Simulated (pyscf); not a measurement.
`[OH][AsH][OH]` + `[SiH4]` → `[OH][AsH][O][SiH3]` + `[H][H]`, a four-centre exchange (singlet surface; H–O, H–Si broken, O–Si, H–H formed). PySCF, gas phase, ωB97X-D3(BJ)/def2-SVP geometries. Energies in kcal/mol from the separated reactants.

Small-basis levels: PySCF, no dispersion term, spherical d functions. AM1 to PM7: differences of heats of formation from MOPAC, which are fitted to 298 K values and so differ in kind from electronic energies by zero-point and thermal terms. GFN2-xTB: tblite. Cost: rough CPU time at the saddle relative to B3LYP/6-31G*+LANL2DZ, from one job on a shared machine.

```tsv
level	barrier	reaction energy	cost
HF/3-21G	[?]	-24.1	0.08
HF/6-31G*+LANL2DZ	54.7	-16.1	0.1
SVWN5/6-31G*+LANL2DZ	15.8	-18.2	0.9
PBE/6-31G*+LANL2DZ	27.7	-16.4	1
B3LYP/STO-3G	[?]	-13.1	0.7
B3LYP/LANL2DZ	41.3	-7.8	0.7
B3LYP/6-311+G**+LANL2DZ	36.9	-11.7	2
GFN2-xTB	32.3	-15.4	under 0.02
PM3	48.0	-35.9	under 0.02
ωB97M-D3(BJ)/def2-TZVP	[?]	-17.2	–
```

**Question.** Fill in the missing entries.

**Answer.** 
- HF/3-21G, barrier: 40.2
- B3LYP/STO-3G, barrier: 35.7
- ωB97M-D3(BJ)/def2-TZVP, barrier: 34.5

Against the last row the barrier runs from -18.7 (SVWN5/6-31G*+LANL2DZ) to +20.2 kcal/mol (HF/6-31G*+LANL2DZ). ωB97M-D3(BJ)/def2-TZVP has limits of its own. This is the saddle that the search found; another between the same sides may lie lower. In the def2 sets elements up to Kr have no core potential.
